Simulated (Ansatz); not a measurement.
# Which level was it?

SiN2H6 has 9 atoms, charge 0, and is taken as a singlet. SMILES: `NN[SiH3]`. Geometry: relaxed at PBE0-D4/def2-TZVP. This is one conformer, not always the lowest.

```csv
atom,x (Å),y (Å),z (Å)
N,-0.5588,0.9250,-1.2031
N,-0.2855,0.7082,0.1597
Si,0.4084,-0.7366,0.7675
H,0.2679,0.7613,-1.7675
H,-1.2905,0.2976,-1.5156
H,-0.3775,1.5493,0.7018
H,1.7292,-1.0400,0.1396
H,-0.4698,-1.9073,0.4845
H,0.5765,-0.5573,2.2330
```

Orbital energies are those of the mean-field step.

A calculation with Ansatz 0.2.0 gave:

The total energy is -402.5650 Eh, the HOMO energy is -6.47 eV and the LUMO energy is 0.75 eV. The HOMO–LUMO gap is 7.21 eV.

Question: Which of these levels gave the numbers?
A. B3LYP/6-31G* (spherical functions)
B. HF/6-311+G**
C. HF/3-21G
D. CCSD(T)/6-311+G**

Answer: A. The others give -401.3342 Eh (HF/6-311+G**), -399.1211 Eh (HF/3-21G), -401.8640 Eh (CCSD(T)/6-311+G**).
